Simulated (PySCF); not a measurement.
All numbers come from PBE0/[P def2-TZVP], no relativity, density fitting, PySCF.

Each entry is the lowest minimum that a search over a few typed start shapes (and spin states, where more than one is plausible) found, or that minimum re-optimised at the stated level; isomers with ligand–ligand bonds, or fragments after loss of a ligand pair, can lie lower. Open shells are unrestricted.

P₄ is a singlet of Td symmetry with P–P 2.184 Å (×6); P–P–P 60.0° (×12). Its wavenumbers are 392 (×2), 490 (×3), 640 cm⁻¹.

(1) What changes when one electron is removed, giving P₄⁺?

Results:

(1) It costs 9.10 eV between the minima (9.08 eV with zero-point energy). P₄⁺ is a doublet of D2d symmetry with P–P 2.151 Å (×4), P–P 2.374 Å (×2); P–P–P 56.5° (×8), P–P–P 67.0° (×4); wavenumbers 289, 321, 346, 517 (×2), 621 cm⁻¹.
